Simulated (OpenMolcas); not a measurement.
# doublet C2H5NO+: levels of theory compared

Wanted: a comparison of 6 runs (UHF/3-21G, UB3LYP/6-31G*, U-r2SCAN/def2-SVP, UM06-2X/def2-SVP, UTPSS/def2-SVP, ROCCSD(T)/def2-SVP) of doublet C2H5NO+. 

The results are computed with OpenMolcas 26.06.

## Step 1: The molecule

C2H5NO+: 9 atoms, total charge +1, spin state doublet. As SMILES of the parent species, `C/C=N/O`. The coordinates come from a PBE0-D4/def2-TZVP relaxation. That shape belongs to the parent species and isn't relaxed for this state.

Bond lengths: C1–C2 1.484 Å, C2–N3 1.265 Å, N3–O4 1.386 Å, C1–H5 1.094 Å, C1–H6 1.090 Å, C1–H7 1.094 Å, C2–H8 1.092 Å, O4–H9 0.961 Å. Some angles: C1–C2–N3 120.1°, C2–N3–O4 111.8°, C1–C2–H8 119.8°, N3–C2–H8 120.1°, C2–C1–H5 110.7°, C2–C1–H6 110.4°, C2–C1–H7 110.7°, N3–O4–H9 102.9°, H5–C1–H6 109.0°, H5–C1–H7 107.0°.

## Step 2: A single-point energy at UHF/3-21G (run 1)

Contents of mol.xyz:

```xyz
9

C     -0.999280     0.587920     0.688160
C     -0.158930    -0.219510    -0.230580
N      1.101880    -0.122630    -0.187900
O      1.712900    -0.949740    -1.116540
H     -1.619700    -0.060530     1.313900
H     -0.373670     1.207730     1.329990
H     -1.679180     1.232480     0.123170
H     -0.631750    -0.898110    -0.944170
H      2.647720    -0.777630    -0.976020
```

Contents of run.inp:

```
* C2H5NO Hartree-Fock
>>> EXPORT MOLCAS_PRINT=2
&GATEWAY
BasLib=$CurrDir
Coord=mol.xyz
Basis=3-21G
Group=NoSym
&SEWARD
&SCF
UHF
Charge=1
Spin=2
Thresholds=1e-10 1e-07 1e-07 1e-05
PrOrbitals=1 2
```

The basis set 3-21G is read from a file made from the Basis Set Exchange's data (not shown).

Launch:

```bash
$ export MOLCAS_MEM=1860
$ pymolcas run.inp > run.log
```

Output:

```text
--- Start Module: gateway ---
[...]
--- Stop Module: gateway /rc=_RC_ALL_IS_WELL_ ---
--- Start Module: seward ---
[...]
      Basis functions           46
--- Stop Module: seward /rc=_RC_ALL_IS_WELL_ ---
[...]
--- Start Module: scf ---
[...]
       Convergence after  46 Iterations
[...]
::    Total SCF energy                               -206.3936786275
[...]
      Total spin, S                                     0.5156385202
[...]
      Total electronic charge=   31.000000
      Total            charge=    1.000000
[...]
      Dipole Moment (debye):
      Origin of the operator (angstrom)=    0.4617   -0.1995   -0.2396
                   X=  5.3977E-01               Y= -8.9031E-01               Z= -9.9370E-01           Total=  1.4393E+00
      Center of Charge (angstrom)
[...]
--- Stop Module: scf /rc=_RC_ALL_IS_WELL_ ---
[...]
```

Run time: 4.8 s. Hardware: 1 thread of Intel Xeon Platinum 8259CL at 2.50GHz (Skylake/Cascade Lake), shared host; peak memory 0.38 GiB.

## Step 3: A single-point energy at UB3LYP/6-31G(d) (Cartesian functions) (run 2)

Contents of run.input:

```
&GATEWAY
BASLIB=$CurrDir
COORD
9
bohr
C     -1.88836552     1.11100778     1.30043393
C     -0.30033417    -0.41481378    -0.43573305
N      2.08225142    -0.23173711    -0.35507954
O      3.23691188    -1.79474849    -2.10995481
H     -3.06078940    -0.11438512     2.48291116
H     -0.70613396     2.28227893     2.51331685
H     -3.17319031     2.32904965     0.23275757
H     -1.19383448    -1.69718193    -1.78422272
H      5.00346565    -1.46950773    -1.84441049
BASIS=6-31Gs
GROUP=NoSym
&SEWARD
GRIDINPUT
Grid=UltraFine
End of Grid
&SCF
UHF
CHARGE=1
SPIN=2
KSDFT=B3LYP
THRESHOLDS=1e-10 1e-07 1e-07 1e-05
PRORBITALS=1 1
```

The basis set 6-31G* is read from a file made from the Basis Set Exchange's data (not shown).

Launch:

```bash
$ export MOLCAS_MEM=1860
$ pymolcas run.input > run.log
```

Output:

```text
--- Start Module: gateway ---
[...]
--- Stop Module: gateway /rc=_RC_ALL_IS_WELL_ ---
--- Start Module: seward ---
[...]
      Basis functions           70
--- Stop Module: seward /rc=_RC_ALL_IS_WELL_ ---
[...]
--- Start Module: scf ---
[...]
       Convergence after  24 Iterations
[...]
::    Total KS-DFT energy                            -208.7797436715
[...]
      Total spin, S                                     0.5015593886
[...]
      Total electronic charge=   31.000000
      Total            charge=    1.000000
[...]
      Dipole Moment (debye):
      Origin of the operator (angstrom)=    0.4617   -0.1995   -0.2396
                   X= -3.9757E-01               Y= -1.8237E-01               Z= -1.7818E-01           Total=  4.7230E-01
      Center of Charge (angstrom)
[...]
--- Stop Module: scf /rc=_RC_ALL_IS_WELL_ ---
[...]
```

Wall time 62 s (1 thread of Intel Xeon Platinum 8259CL at 2.50GHz (Skylake/Cascade Lake), shared host); peak memory 0.41 GiB.

Runs 3 to 5 aren't shown in full; the table further down has their settings and results.

## Step 4: A single-point energy at ROCCSD(T)/def2-SVP (run 6)

Contents of geom.xyz:

```xyz
9

C     -0.999280     0.587920     0.688160
C     -0.158930    -0.219510    -0.230580
N      1.101880    -0.122630    -0.187900
O      1.712900    -0.949740    -1.116540
H     -1.619700    -0.060530     1.313900
H     -0.373670     1.207730     1.329990
H     -1.679180     1.232480     0.123170
H     -0.631750    -0.898110    -0.944170
H      2.647720    -0.777630    -0.976020
```

Contents of test.input:

```
* C2H5NO CCSD(T)
>>> EXPORT MOLCAS_PRINT=2

&GATEWAY
  BasLib
  $CurrDir
  Coord
  geom.xyz
  Basis
  def2-SVP
  Group
  NoSym

&SEWARD

&SCF
  UHF
  Charge
  1
  Spin
  2
  Thresholds
  1e-10 1e-07 1e-07 1e-05
  PrOrbitals
  1 1

&RASSCF
  FileOrb
  $Project.UnaOrb
  Spin
  2
  Nactel
  1 0 0
  Inactive
  15
  Ras2
  1
  OutOrbitals
  Canonical
  OrbListing
  NoCore

&MOTRA
  JobIph
  Frozen
  4

&CCSDT
  CCT
  Triples
  3
  Iterations
  80
  Accuracy
  1e-08
  Extrapolation
  5 4
```

The basis set def2-SVP is read from a file made from the Basis Set Exchange's data (not shown).

Launch:

```bash
$ export MOLCAS_MEM=1860
$ pymolcas test.input > test.log
```

Output:

```text
--- Start Module: gateway ---
[...]
--- Stop Module: gateway /rc=_RC_ALL_IS_WELL_ ---
[...]
      Basis functions           81
[...]
       Convergence after  35 Iterations
[...]
::    Total SCF energy                               -207.3970204718
[...]
      Total spin, S                                     0.5122477117
[...]
      Number of active orbitals                  1
[...]
      Spin quantum number                      0.5
[...]
      Active orbitals                            1
[...]
      Number of CSFs                             1
[...]
      Number of root(s) required                 1
[...]
      Convergence after 20 iterations
[...]
      printout of CI-coefficients larger than  0.05 for root  1
      energy=    -207.389303
      conf/sym  1     Coeff  Weight
             1  u   1.00000 1.00000
      Natural orbitals and occupation numbers for root  1
      sym 1:   1.000000
      ************************************************************************************************************************
      *                                                    Final results                                                     *
[...]
::    RASSCF root number  1 Total energy:   -207.38930250
[...]
      Total electronic charge=   31.000000
      Total            charge=    1.000000
[...]
      Dipole Moment (debye):
      Origin of the operator (angstrom)=    0.4617   -0.1995   -0.2396
                   X= -7.9419E-01               Y= -1.5337E-01               Z= -1.2710E-01           Total=  8.1878E-01
      Center of Charge (angstrom)
[...]
--- Start Module: motra ---
[...]
      *** WARNING: Default frozen orbitals is overwritten by user input.
      *** Default values:   4
[...]
--- Stop Module: motra /rc=_RC_ALL_IS_WELL_ ---
[...]
--- Start Module: ccsdt ---
[...]
      Convergence after                    23  Iterations
      Total energy (diff) :    -208.03290646       0.00000001
[...]
 METHOD                       : CCSD+T(CCSD)+<T3(1)WT1>+<T3(1)UT2> = CCSD(T)
[...]
       CCSD     =      -208.0329064608738
[...]
--- Stop Module: ccsdt /rc=_RC_ALL_IS_WELL_ ---
[...]
```

Run time: 85 s. Hardware: 1 thread of Intel Xeon Platinum 8259CL at 2.50GHz (Skylake/Cascade Lake), shared host; peak memory 0.45 GiB.

## Step 5: The series

| run | level | Cartesian functions | integration grid | energy (Eh) | HOMO energy (eV) | LUMO energy (eV) | ⟨S²⟩ | wall time |
| --- | --- | --- | --- | --- | --- | --- | --- | --- |
| 1 | UHF/3-21G | no | – | -206.393679 | -18.90 | -6.98 | 0.782 | 4.8 s |
| 2 | UB3LYP/6-31G* (Cartesian functions) | yes | UltraFine | -208.779744 | -15.06 | -12.35 | 0.753 | 62 s |
| 3 | U-r2SCAN/def2-SVP | no | UltraFine | -208.503752 | -14.01 | -13.07 | 0.754 | 1.7 min |
| 4 | UM06-2X/def2-SVP | no | UltraFine | -208.511288 | -16.96 | -11.23 | 0.757 | 94 s |
| 5 | UTPSS/def2-SVP | no | UltraFine | -208.663037 | -13.78 | -13.08 | 0.752 | 1.8 min |
| 6 | ROCCSD(T)/def2-SVP | no | – | -208.054999 | – | – | – | 85 s |

## Step 6: Results

| quantity | value |
| --- | --- |
| run 6: total energy | -208.05500 Eh |
| run 6: (T) correction | -22.09 mEh |

In words: Totals of different functionals can't be ranked against each other. All runs together took 7.6 min, the longest 1.8 min.
